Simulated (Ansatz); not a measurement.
`O=CCO` and `O=CCOCF` differ in one atom or group.

Ansatz, PBE0-D4/def2-TZVP geometries, multiplicity 1. Each molecule was computed in one conformer, which needn't be the lowest.

```csv
property,`O=CCO`
HOMO energy (ωB97M-V/def2-TZVPP) / eV,-10.57
HOMO–LUMO gap (B3LYP/def2-TZVPP) / eV,6.54
LUMO energy (PBE0/def2-TZVPP) / eV,-1.10
size of the dipole moment (ωB97M-V/def2-TZVPP) / D,2.41
HOMO–LUMO gap (ωB97M-V/def2-TZVPP) / eV,11.82
LUMO energy (ωB97M-V/def2-TZVPP) / eV,1.25
```

(1) What does the change do to each property? (Estimate.)

## Answers

(1) The calculation gave: 
```
                                          property  `O=CCOCF`  shift
             HOMO energy (ωB97M-V/def2-TZVPP) / eV     -10.11   0.46
             HOMO–LUMO gap (B3LYP/def2-TZVPP) / eV       6.17  -0.37
                LUMO energy (PBE0/def2-TZVPP) / eV      -1.04   0.06
size of the dipole moment (ωB97M-V/def2-TZVPP) / D       1.89  -0.52
           HOMO–LUMO gap (ωB97M-V/def2-TZVPP) / eV      11.42  -0.40
             LUMO energy (ωB97M-V/def2-TZVPP) / eV       1.30   0.05
```

With PBE0 the HOMO rises by 0.44 eV and the LUMO rises by 0.06 eV, so the gap narrows by about 0.38 eV. PBE moves the HOMO by 0.42 eV and ωB97M-V by 0.46 eV. Dipoles are sizes alone; their direction can turn.

B3LYP here is the variant with VWN-RPA as its local correlation; programs differ in this.
